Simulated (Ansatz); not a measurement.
## Changing the shape of MgH, doublet

Computed with Ansatz's Gaussian-basis code (development build). Basis def2-SVP, nonrelativistic, 5 orbitals frozen in the corrections; active space CAS(3,3). Restricted Hartree–Fock, then the lowest state-specific CASSCF solution met for each case. Small basis; these aren't basis-limit values. Single-reference values can break down or jump between states where bonds are stretched. Unlike active orbitals can shift such differences by tenths of an eV, at times by over 1 eV.

Case A: bond length 2.5950 Å. A bond is stretched, to 1.51 times the sum of the covalent radii.

Case B: bond length 1.7300 Å.

Case C: bond length 5.1900 Å. A bond is stretched, to 3.02 times the sum of the covalent radii.

Energy less that of case A, in eV:

```csv
case,RHF/ROHF,CASSCF
B,-1.220,-0.913
C,-0.091,+0.322
```

Question: What does SC-NEVPT2 give for these differences?

Answer: B: -0.959 eV (-22.1 kcal/mol); C: +0.356 eV (8.2 kcal/mol).

Question: Which case is lowest, and do the methods agree?

Answer: B is lowest in SC-NEVPT2. Of the methods shown, RHF/ROHF, CASSCF agree.
